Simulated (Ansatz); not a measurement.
Worked example: correlation energy of HB–N–C, quartet

Geometry: displaced at random from a stationary point.

| atom | x (Å) | y (Å) | z (Å) |
| --- | --- | --- | --- |
| B | 0.0646 | 0.0237 | 0.6504 |
| N | -0.1003 | 0.0321 | -0.6153 |
| C | -0.0237 | -0.0003 | -1.8765 |
| H | 0.0594 | -0.0556 | 1.8414 |

Basis cc-pVDZ; Ansatz 0.2.0. Correlated methods freeze the noble-gas cores, which leaves 13 electrons in 44 orbitals. Prefix R: restricted or restricted open-shell reference; prefix U: unrestricted.

Full CI isn't at hand for all of this; UCCSDT(Q) serves as the reference, and is uncertain by about the last step of the cluster series.

Unrestricted rows (U) aren't spin-pure: their determinants' ⟨S²⟩ exceeds S(S+1) by up to 0.17, so they mix in states of higher spin.

Runs differ by some tens of microhartree through their thresholds and, for an open shell, their frozen cores, so steps under 0.03 kcal/mol mean nothing.

```csv
level,total energy (hartree)
UHF,-117.426010
UMP2,-117.707296
UCCSD,-117.737210
UCCSD(T),-117.749063
UCCSDT,-117.750477
UCCSDT(Q),-117.751676
```

Question: What is the correlation energy at UCCSDT(Q), and what share of it do UMP2 and UCCSDT recover?

Answer: E(corr) = -117.751676 − (-117.426010) = -0.325666 hartree = -8.862 eV. UMP2: -0.281286 / -0.325666 = 86.37 %. UCCSDT: -0.324467 / -0.325666 = 99.63 %.

Question: By how many kcal/mol does UCCSD(T) miss UCCSDT(Q) (1 hartree = 627.509 kcal/mol), and which steps make up the rest?

Answer: -117.749063 − (-117.751676) = 0.002613 hartree = 1.64 kcal/mol. Steps: UCCSDT − UCCSD(T) = -0.89, UCCSDT(Q) − UCCSDT = -0.75 kcal/mol. Differences between like states or geometries often cancel part of this.
